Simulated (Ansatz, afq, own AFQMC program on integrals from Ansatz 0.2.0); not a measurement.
Integrals from Ansatz 0.2.0, then the random walk in our own AFQMC program (afq).

```yaml
crystal:
  periodic: [false, false, false]
  atoms:
    - {symbol: Si, position_ang: [0.000000, 0.000000, 1.958498]}
    - {symbol: Si, position_ang: [0.000000, 0.000000, -2.158502]}
    - {symbol: H, position_ang: [0.000000, 1.236053, 2.786490]}
    - {symbol: H, position_ang: [0.000000, -1.236053, 2.786490]}
basis:
  gaussian: {orbitals: cc-pVDZ}
magnetization: {spin_polarized: false}
correlation: {method: ccsd_t, electrons: outside_noble_gas, hamiltonian_folder: ham}
```

```sh
$ ansatz run in.yaml --threads 1 --pin off --events-out ev --progress --plain --max-ram 1382MiB
```

afq runs on the folder ham with

```
--method phaseless --trial cisd --walkers 60 --populations 1 --least-time 40 --time-step 0.005 --steps-per-block 50 --equilibration-blocks 40 --max-blocks 300 --target-error 0.00076 --factor-cut 1e-05 --seed 56 --release-times 0.24,0.51,0.99,1.62,2.4 --release-step 0.03 --release-every 4 --taylor-order 6
```

Times are imaginary, in 1/Eh. The walk had a cap of 1091 s.

Log:

```
orbitals 36  electrons 5 5  factors 246 of 456
reference energy -578.80167416 Eh
CCSD correlation -0.20083187 Eh in 23 cycles, weight of the determinant in the CISD state 0.7228
energy of the start -579.002506 Eh
 block  time / (1/Eh)  mean weight  energy / Eh
     1     0.250  1.0000  -578.998271
     2     0.500  0.9988  -578.997699
     3     0.750  1.0007  -578.998163
     4     1.000  1.0009  -578.998867
     5     1.250  1.0003  -578.999872
     8     2.000  1.0013  -579.002311
    13     3.250  0.9995  -579.007394
    31     7.750  1.0014  -579.005138
    49    12.250  0.9989  -579.018482
    67    16.750  1.0003  -579.014999
    85    21.250  0.9991  -579.001039
   103    25.750  1.0008  -579.004878
   121    30.250  0.9971  -579.002504
   139    34.750  1.0019  -579.012820
   157    39.250  0.9998  -579.013437
   175    43.750  1.0009  -579.000214
   193    48.250  1.0008  -579.007906
   199    49.750  0.9992  -578.988523
   205    51.250  1.0000  -579.021976
   211    52.750  1.0010  -579.004420
   229    57.250  1.0007  -579.008721
   247    61.750  0.9988  -579.013947
blocks merged  error / Eh  count
     1  0.000413  210
     2  0.000501  105
     4  0.000631  52
     8  0.000740  26
    16  0.000760  13
released: time / (1/Eh)  energy / Eh  error  mean overlap
  0.24  -579.009603  0.000824  1.0034
  0.51  -579.010043  0.001028  1.0127
  0.99  -579.011095  0.001203  1.0025
  1.62  -579.012690  0.001855  0.9959
  2.40  -579.012759  0.002532  1.0019
energy -579.009130 +/- 0.000740 Eh
(rows thinned)
```

The run passed its tests (sampling time, drift between the halves within three errors, error under three times the target), which doesn't prove that it has relaxed.

Against this walk (error 20.1 meV) on the same determinant: CCSD(T) 13.4 meV higher (within the noise), CCSDT(Q) 65.5 meV lower. The error is statistical and leaves out the bias of the constraint. None of these is a sure reference here. Released to 0.99 1/Eh the energy moves by -53 ± 38 meV (both errors), within twice the noise.

Cautions: constraint bias not in the error; higher spins were not checked; restricted determinant unstable towards unrestricted (UHF 1.67 eV lower, ⟨S²⟩ 1.96); strong correlation (T1 0.022, weight of the determinant 0.72, largest double 0.35); CCSDT(Q) is in doubt: among natural orbitals it converges to other amplitudes; CCSDT(Q) on the UHF determinant differs (1.02 eV lower), perhaps since the unrestricted series falls towards higher spin; the bias of populations of 60 walkers isn't removed.

The walk took 110 s on 1 thread of Intel(R) Xeon(R) Platinum 8488C (Sapphire Rapids) (shared host). The log's last line is the phaseless energy.

CCSDT and higher add their correlation energy to the determinant of the CCSD(T) run, since their own runs factorise the integrals more tightly (a shift of under 2 meV). A walk keeps the symmetry of its determinant, which the program's search chose and which needn't be the lowest solution, so a lower state of the same spin and another symmetry isn't excluded.
